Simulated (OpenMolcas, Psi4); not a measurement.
**Exact exchange and the dipole moment of NH3 (ammonia)**

The species is NH3 (4 atoms), meant as a singlet with charge 0. SMILES: `N`. The coordinates come from a PBE0-D4/def2-TZVP relaxation.

The dipole moment y, in D, basis def2-TZVPPD; a is the functional's share of exact exchange. Programs: OpenMolcas 26.06, Psi4 1.11.

```
functional     program     a  y (D)
      BLYP  OpenMolcas     0   1.46
       PBE  OpenMolcas     0   1.46
     TPSSh        Psi4   0.1   1.48
     B3LYP  OpenMolcas   0.2      ?
      PBE0  OpenMolcas  0.25   1.51
     BHLYP  OpenMolcas   0.5   1.55
```

Task: Fit y = c + s·a to the known rows and predict B3LYP.

Result: 
1. Means of the 5 rows: a = 0.1700, y = 1.492.
2. Σ(Δa)² = 0.178, Σ(Δa·Δy) = 0.0323, so the slope is 0.0323/0.178 = 0.18146.
3. Intercept: 1.492 − (0.18146) × 0.1700 = 1.461. The largest residual of the fit is 0.004.
4. B3LYP: 1.461 + (0.18146) × 0.2 = 1.50 D.

The run gave 1.50 D, so the prediction is off by 0.00 D: they agree to the digits shown. More exact exchange makes the molecule more polar here. The measured value is 1.47 D (NIST CCCBDB); in this basis the line meets it at a = 0.05.
